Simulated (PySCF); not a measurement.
A structure optimised at PBE-D3(BJ)/def2-TZVPD, used in a PySCF frequency run:

```xyz
5

Si     0.0000     0.0000     0.0000
H      0.8622    -0.8622    -0.8622
H     -0.8622    -0.8622     0.8622
H     -0.8622     0.8622    -0.8622
H      0.8622     0.8622     0.8622
```

Problem. Write its SMILES, formula and point group.

Solution. [SiH4], H₄Si, Td

Problem. What are its rotational constants (standard atomic weights)?

Solution. 84.295, 84.295, 84.295 GHz
